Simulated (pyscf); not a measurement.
Thermochemistry of product channels of H₂N–SiH(NH₂)–Cl + O atom (O) [triplet] on the triplet surface, in eV, from ωB97M-D3(BJ)/def2-TZVP energies (ideal gas, 1 atm, RRHO with modes under 100 cm⁻¹ raised to 100, one conformer, R ln 2 for chiral ones without a mode under 150 cm⁻¹). Single points on ωB97X-D3(BJ)/def2-SVP structures (PySCF, gas phase).

| products | ΔE | ΔH(298 K) | ΔG(298 K) | ΔG(600 K) |
|---|---|---|---|---|
| H₂N–Si(NH₂)(O•)–Cl + H atom (H•) | (withheld) | -0.99 | -0.97 | -0.96 |
| H₂N–Si•(NH₂)–Cl + hydroxyl (OH•) | -0.26 | -0.27 | -0.36 | (withheld) |

Question: What belongs in the gaps?

Answer: 
- H₂N–Si(NH₂)(O•)–Cl + H atom (H•), ΔE: -0.84
- H₂N–Si•(NH₂)–Cl + hydroxyl (OH•), ΔG(600 K): -0.46

These are energies of the channels, which say nothing of barriers. Left out: orbital degeneracy and the spin-orbit lowering of OH, O.
